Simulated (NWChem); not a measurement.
# Basis-set dependence for CS

```
C
S 1 1.5389
```
Charge 0, spin multiplicity 1.

The numbers come from NWChem runs, not from measurements. The geometry was optimised at B3LYP/def2-SVP, a minimum by its harmonic frequencies.

Hartree-Fock energies in Ha, correlation energies in mHa.

The correlated methods keep 6 core orbitals frozen. The Pople sets run with spherical d functions. The structure started from a generated list of species. Coupled-cluster values serve here as a point of comparison, not as the truth.

```tsv
basis	functions	RHF	MP2	SCS-MP2	CCSD	CCSD+T(CCSD)	CCSD(T)	CR-CCSD[T]	CR-CCSD(T)
def2-SVP	32	-435.16371	-243.1	-237.1	-259.1	-275.8	-273.8	-272.1	-270.6
6-311G**	44	-435.33519	-250.2	-244.5	-266.5	-284.2	-282.1	-280.3	-278.7
def2-TZVP	68	-435.34906	-300.1	-295.9	-317.1	-340.1	-338.4	-334.9	-333.6
def2-QZVP	127	-435.36121	-325.6	-323.7	-337.9	-362.9	-361.3	-357.4	-356.2
```

From def2-TZVP to def2-QZVP the Hartree-Fock energy moves by -12.1 mHa and the MP2 correlation energy by -25.5 mHa, which is 8 % of its value in the larger set.
